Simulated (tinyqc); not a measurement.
Inside a calculation. Method: coupled-perturbed Hartree-Fock on RHF in the sto-6g basis, for HF, spin multiplicity 1. Computed by tinyqc, a small Python program that keeps every step (integrals from PySCF). Settings: charge = 0, multiplicity = 1, basis = sto-6g, method = RHF, energy threshold = 1e-10, iteration cap = 72, orthogonalisation = canonical, start = atomic densities, DIIS depth = 6. Command: `OMP_NUM_THREADS=1 python tinyqc.py 20872 20873 out.jsonl` (the two numbers bound the seeds that draw the settings). One thread of a shared host (Intel(R) Xeon(R) Processor @ 2.60GHz), about 0.2 s of CPU time with the checks. The early iterations of the SCF are left out here.

## One-electron integrals

Geometry (angstrom):
```
atom,x,y,z
F,0.000000,0.000000,0.000000
H,0.000000,0.000000,0.884000
```

Basis sto-6g: exponents (1/bohr^2) and contraction coefficients of normalised primitives:
```
element,l (shell),exponent,coefficient
F,s (1),1728.626574,0.009164
F,s (1),316.941790,0.049361
F,s (1),88.668891,0.168538
F,s (1),30.460157,0.370563
F,s (1),11.828570,0.416492
F,s (1),4.871659,0.130334
F,s (2),67.032281,-0.013253
F,s (2),13.267438,-0.046992
F,s (2),4.123510,-0.033785
F,s (2),1.586463,0.250242
F,s (2),0.689002,0.595117
F,s (2),0.315820,0.240706
F,p (3),67.032281,0.003760
F,p (3),13.267438,0.037679
F,p (3),4.123510,0.173897
F,p (3),1.586463,0.418036
F,p (3),0.689002,0.425860
F,p (3),0.315820,0.101708
H,s (1),35.523221,0.009164
H,s (1),6.513144,0.049361
H,s (1),1.822143,0.168538
H,s (1),0.625955,0.370563
H,s (1),0.243077,0.416492
H,s (1),0.100112,0.130334
```

Overlap, kinetic and nuclear-attraction integrals over the contracted functions; the nuclear repulsion is the sum of Za Zb / Rab.

nuclear repulsion = 5.38755079 hartree

overlap S, lower triangle:
```
,1F 1s,1F 2s,1F 2px,1F 2py,1F 2pz,2H 1s
1F 1s,1.000000
1F 2s,0.232479,1.000000
1F 2px,0.000000,0.000000,1.000000
1F 2py,0.000000,0.000000,0.000000,1.000000
1F 2pz,0.000000,0.000000,0.000000,0.000000,1.000000
2H 1s,0.054625,0.474053,0.000000,0.000000,0.359364,1.000000
```

kinetic energy T (hartree), lower triangle:
```
,1F 1s,1F 2s,1F 2px,1F 2py,1F 2pz,2H 1s
1F 1s,37.397730
1F 2s,-1.143349,1.082297
1F 2px,0.000000,0.000000,3.251325
1F 2py,0.000000,0.000000,0.000000,3.251325
1F 2pz,0.000000,0.000000,0.000000,0.000000,3.251325
2H 1s,0.000460,0.146124,0.000000,0.000000,0.298317,0.768522
```

nuclear attraction V (hartree), lower triangle:
```
,1F 1s,1F 2s,1F 2px,1F 2py,1F 2pz,2H 1s
1F 1s,-78.421068
1F 2s,-8.004876,-12.067925
1F 2px,0.000000,0.000000,-12.024647
1F 2py,0.000000,0.000000,0.000000,-12.024647
1F 2pz,-0.017137,-0.191891,0.000000,0.000000,-12.152940
2H 1s,-2.164228,-4.479291,0.000000,0.000000,-3.051767,-6.364408
```

core Hamiltonian H = T + V (hartree), lower triangle:
```
,1F 1s,1F 2s,1F 2px,1F 2py,1F 2pz,2H 1s
1F 1s,-41.023339
1F 2s,-9.148225,-10.985629
1F 2px,0.000000,0.000000,-8.773322
1F 2py,0.000000,0.000000,0.000000,-8.773322
1F 2pz,-0.017137,-0.191891,0.000000,0.000000,-8.901615
2H 1s,-2.163768,-4.333167,0.000000,0.000000,-2.753451,-5.595886
```

## Two-electron integrals

Functions are numbered as in S; the eight-fold symmetry (ij|kl) = (ji|kl) = (kl|ij) leaves the list below.

Two-electron integrals (ij|kl) in chemists' order, unique and non-zero (hartree):
```
i,j,k,l,(ij|kl)
1,1,1,1,5.406240
2,1,1,1,0.768129
2,1,2,1,0.138909
2,2,1,1,1.266271
2,2,2,1,0.283987
2,2,2,2,0.926367
3,1,3,1,0.029452
3,2,3,1,0.044681
3,2,3,2,0.204753
3,3,1,1,1.266273
3,3,2,1,0.283987
3,3,2,2,0.926366
3,3,3,3,0.998085
4,1,4,1,0.029452
4,2,4,1,0.044681
4,2,4,2,0.204753
4,3,4,3,0.053789
4,4,1,1,1.266273
4,4,2,1,0.283987
4,4,2,2,0.926366
4,4,3,3,0.890506
4,4,4,4,0.998085
5,1,5,1,0.029452
5,2,5,1,0.044681
5,2,5,2,0.204753
5,3,5,3,0.053789
5,4,5,4,0.053789
5,5,1,1,1.266273
5,5,2,1,0.283987
5,5,2,2,0.926366
5,5,3,3,0.890506
5,5,4,4,0.890506
5,5,5,5,0.998085
6,1,1,1,0.192851
6,1,2,1,0.033407
6,1,2,2,0.066729
6,1,3,3,0.066612
6,1,4,4,0.066612
6,1,5,1,0.001442
6,1,5,2,0.002807
6,1,5,5,0.066964
6,1,6,1,0.008169
6,2,1,1,0.449447
6,2,2,1,0.102128
6,2,2,2,0.367004
6,2,3,3,0.362024
6,2,4,4,0.362024
6,2,5,1,0.007314
6,2,5,2,0.053095
6,2,5,5,0.376965
6,2,6,1,0.024517
6,2,6,2,0.173481
6,3,3,1,0.011829
6,3,3,2,0.066016
6,3,5,3,0.011292
6,3,6,3,0.026652
6,4,4,1,0.011829
6,4,4,2,0.066016
6,4,5,4,0.011292
6,4,6,4,0.026652
6,5,1,1,0.287280
6,5,2,1,0.066251
6,5,2,2,0.254523
6,5,3,3,0.243361
6,5,4,4,0.243361
6,5,5,1,0.016130
6,5,5,2,0.101929
6,5,5,5,0.276846
6,5,6,1,0.016674
6,5,6,2,0.147643
6,5,6,5,0.151877
6,6,1,1,0.568605
6,6,2,1,0.131599
6,6,2,2,0.539742
6,6,3,3,0.520839
6,6,4,4,0.520839
6,6,5,1,0.013053
6,6,5,2,0.128247
6,6,5,5,0.577546
6,6,6,1,0.031903
6,6,6,2,0.314267
6,6,6,5,0.310694
6,6,6,6,0.774999
```

## Orthogonalisation

S = U s U^T; canonical form X = U s^(-1/2), so that X^T S X = 1. Each column of U has its largest component positive (the first on a tie).

eigenvalues of S: 0.389730  0.849522  1.000000  1.000000  1.118307  1.642440

X:
```
,1,2,3,4,5,6
1F 1s,0.263164,0.773772,0.000000,0.000000,-0.591864,0.210292
1F 2s,-0.946922,-0.444862,0.000000,0.000000,-0.348935,0.459153
1F 2px,0.000000,0.000000,0.367497,0.930025,0.000000,0.000000
1F 2py,0.000000,0.000000,0.930025,-0.367497,0.000000,0.000000
1F 2pz,-0.641835,0.568984,0.000000,0.000000,0.617147,0.290382
2H 1s,1.089958,-0.238252,0.000000,0.000000,0.203172,0.519119
```

Within a degenerate level the vectors are fixed only up to a rotation; this is one choice.

## Starting guess

The start is atomic minimal-basis densities projected into this basis (PySCF's MINAO start) and scaled to the electron count of each spin; this density is not idempotent, so its energy is not variational and may lie below the converged one.

D at the start, lower triangle:
```
,1F 1s,1F 2s,1F 2px,1F 2py,1F 2pz,2H 1s
1F 1s,2.151280
1F 2s,-0.493868,2.135076
1F 2px,0.000000,0.000000,1.636697
1F 2py,0.000000,0.000000,0.000000,1.636697
1F 2pz,0.015231,-0.098878,0.000000,0.000000,1.499917
2H 1s,-0.012384,0.028490,0.000000,0.000000,0.162702,1.027363
```

## Iteration 7 (converged): orbitals

converged F (hartree), lower triangle:
```
,1F 1s,1F 2s,1F 2px,1F 2py,1F 2pz,2H 1s
1F 1s,-26.230906
1F 2s,-6.369650,-2.925224
1F 2px,0.000000,0.000000,-0.474913
1F 2py,0.000000,0.000000,0.000000,-0.474913
1F 2pz,-0.025265,-0.115171,0.000000,0.000000,-0.400241
2H 1s,-1.506915,-1.205571,0.000000,0.000000,-0.598622,-0.653437
```

Diagonalise F' = X^T F X, C = X C', fill 5 alpha and 5 beta electrons from the bottom; D = 2 C_occ C_occ^T. Each column has its largest component positive (the first on a tie).

F' = X^T F X (hartree), lower triangle:
```
,1,2,3,4,5,6
1,0.124021
2,-2.133703,-11.567086
3,0.000000,0.000000,-0.474913
4,0.000000,0.000000,0.000000,-0.474913
5,1.433188,11.121689,0.000000,0.000000,-11.904003
6,-0.461125,-5.601992,0.000000,0.000000,6.048741,-4.334594
```

orbital energies (hartree): MO1 -26.234330, MO2 -1.496173, MO3 -0.603636, MO4 -0.474913, MO5 -0.474913, MO6 0.652476

coefficients C:
```
,MO1,MO2,MO3,MO4,MO5,MO6
1F 1s,0.997017,-0.235691,0.079212,0.000000,0.000000,0.081469
1F 2s,0.013436,0.930579,-0.449009,0.000000,0.000000,-0.599478
1F 2px,0.000000,0.000000,0.000000,0.966644,0.256124,0.000000
1F 2py,0.000000,0.000000,0.000000,-0.256124,0.966644,0.000000
1F 2pz,0.002343,0.101079,0.709362,0.000000,0.000000,-0.829138
2H 1s,-0.003828,0.156762,0.508235,0.000000,0.000000,1.128116
```

D after iteration 7, lower triangle:
```
,1F 1s,1F 2s,1F 2px,1F 2py,1F 2pz,2H 1s
1F 1s,2.111735
1F 2s,-0.483000,2.135532
1F 2px,0.000000,0.000000,2.000000
1F 2py,0.000000,0.000000,0.000000,2.000000
1F 2pz,0.069406,-0.448833,0.000000,0.000000,1.026834
2H 1s,-0.001012,-0.164749,0.000000,0.000000,0.752718,0.565783
```

Within a degenerate level the vectors are fixed only up to a rotation; this is one choice.

## Convergence

Stop when the energy changes by less than 1e-10 hartree and every element of the error matrix X^T (F D S - S D F) X is below 3e-06.

Course of the cycle:
```
iteration,E (hartree),change,largest element of the error matrix
1,-100.43987638,-,1.10e+00
2,-99.46733048,9.73e-01,1.82e-01
3,-99.49381602,-2.65e-02,2.87e-02
4,-99.49458876,-7.73e-04,4.03e-03
5,-99.49459634,-7.58e-06,8.80e-05
6,-99.49459635,-3.67e-09,1.50e-06
7,-99.49459635,-2.22e-12,1.20e-08
```

PySCF RHF in the same basis = -99.49459635 hartree

Converged in 7 iterations.

## Populations, bond orders and dipole

Mulliken: Z minus the diagonal of D S on the atom; Loewdin: the same with S^(1/2) D S^(1/2); Mayer order: 2 sum_s sum (D(s) S)_ij (D(s) S)_ji over the two atoms.

Charges (e):
```
atom,Mulliken,Loewdin
1F,-0.241872,-0.172415
2H,0.241872,0.172415
```

Mayer bond orders:
```
pair,order
2-1,0.941498
```

dipole moment about the origin, x y z (debye): 0.000000  0.000000  1.358132

## Integrals over molecular orbitals

(pq|rs) = sum C_ip C_jq C_kr C_ls (ij|kl), one index at a time.

one-electron integrals over orbitals h = C^T H C (hartree), lower triangle:
```
,1,2,3,4,5,6
1,-41.009254
2,0.708926,-9.234560
3,-0.234194,0.554603,-7.807725
4,0.000000,0.000000,0.000000,-8.773322
5,0.000000,0.000000,0.000000,0.000000,-8.773322
6,-0.252527,1.292515,1.773806,0.000000,0.000000,-6.142161
```

Two-electron integrals over orbitals (pq|rs), unique and non-zero (hartree):
```
p,q,r,s,(pq|rs)
1,1,1,1,5.380481
2,1,1,1,-0.512704
2,1,2,1,0.079069
2,2,1,1,1.212353
2,2,2,1,-0.020216
2,2,2,2,0.861792
3,1,1,1,0.177736
3,1,2,1,-0.025003
3,1,2,2,0.015290
3,1,3,1,0.025988
3,2,1,1,-0.148810
3,2,2,1,0.010040
3,2,2,2,-0.009627
3,2,3,1,0.020914
3,2,3,2,0.158712
3,3,1,1,1.035876
3,3,2,1,-0.011726
3,3,2,2,0.767550
3,3,3,1,-0.006699
3,3,3,2,-0.057365
3,3,3,3,0.793347
4,1,4,1,0.030414
4,2,4,1,0.038713
4,2,4,2,0.179296
4,3,4,1,-0.012289
4,3,4,2,-0.044960
4,3,4,3,0.051202
4,4,1,1,1.265968
4,4,2,1,-0.013554
4,4,2,2,0.878291
4,4,3,1,0.004510
4,4,3,2,-0.076228
4,4,3,3,0.772749
4,4,4,4,0.998085
5,1,5,1,0.030414
5,2,5,1,0.038713
5,2,5,2,0.179296
5,3,5,1,-0.012289
5,3,5,2,-0.044960
5,3,5,3,0.051202
5,4,5,4,0.053789
5,5,1,1,1.265968
5,5,2,1,-0.013554
5,5,2,2,0.878291
5,5,3,1,0.004510
5,5,3,2,-0.076228
5,5,3,3,0.772749
5,5,4,4,0.890506
5,5,5,5,0.998085
6,1,1,1,0.191260
6,1,2,1,-0.032326
6,1,2,2,0.000055
6,1,3,1,-0.006850
6,1,3,2,-0.025566
6,1,3,3,0.014223
6,1,4,4,0.004623
6,1,5,5,0.004623
6,1,6,1,0.029378
6,2,1,1,-0.272697
6,2,2,1,0.006386
6,2,2,2,-0.138204
6,2,3,1,-0.020622
6,2,3,2,-0.038827
6,2,3,3,-0.045848
6,2,4,4,-0.136678
6,2,5,5,-0.136678
6,2,6,1,0.014393
6,2,6,2,0.099529
6,3,1,1,-0.338019
6,3,2,1,0.005403
6,3,2,2,-0.150862
6,3,3,1,0.002626
6,3,3,2,0.092750
6,3,3,3,-0.129761
6,3,4,4,-0.184258
6,3,5,5,-0.184258
6,3,6,1,-0.006122
6,3,6,2,0.059993
6,3,6,3,0.163552
6,4,4,1,-0.011615
6,4,4,2,-0.044958
6,4,4,3,-0.012536
6,4,6,4,0.032071
6,5,5,1,-0.011615
6,5,5,2,-0.044958
6,5,5,3,-0.012536
6,5,6,5,0.032071
6,6,1,1,0.900016
6,6,2,1,-0.008850
6,6,2,2,0.692341
6,6,3,1,0.017279
6,6,3,2,0.075800
6,6,3,3,0.671385
6,6,4,4,0.655939
6,6,5,5,0.655939
6,6,6,1,-0.009917
6,6,6,2,-0.069758
6,6,6,3,-0.010251
6,6,6,6,0.721497
```

## Response to a field: uncoupled start

dipole integrals <a|z|i> (bohr):
```
,i1,i2,i3,i4,i5
a6,-0.041522,0.119349,0.877760,0.000000,0.000000
```

Field along z; U_ai = -mu_ai / (e_a - e_i), alpha = -4 sum U_ai mu_ai.

uncoupled U:
```
,i1,i2,i3,i4,i5
a6,0.001544,-0.055546,-0.698792,0.000000,0.000000
```

uncoupled polarisability = 2.480259 bohr^3

## Coupled step 1

U_ai = -(mu_ai + sum_bj [4 (ai|bj) - (ab|ij) - (aj|bi)] U_bj) / (e_a - e_i); alpha = -4 sum U_ai mu_ai.

U after step 1:
```
,i1,i2,i3,i4,i5
a6,0.000772,-0.031881,-0.794683,0.000000,0.000000
```

polarisability = 2.805511 bohr^3

## Coupled step 2

As before.

U after step 2:
```
,i1,i2,i3,i4,i5
a6,0.000576,-0.022876,-0.810464,0.000000,0.000000
```

polarisability = 2.856589 bohr^3

## Coupled polarisability

Repeat until U stops changing; compare with -d2E/dF2.

Course of the coupled iterations:
```
step,alpha (bohr^3)
0,2.480259
1,2.805511
2,2.856589
3,2.866040
4,2.867992
5,2.868420
6,2.868517
7,2.868539
8,2.868544
9,2.868545
10,2.868545
11,2.868545
12,2.868545
```

coupled polarisability = 2.868545 bohr^3

finite-field check, fields of +/-0.001 au = 2.868545 bohr^3
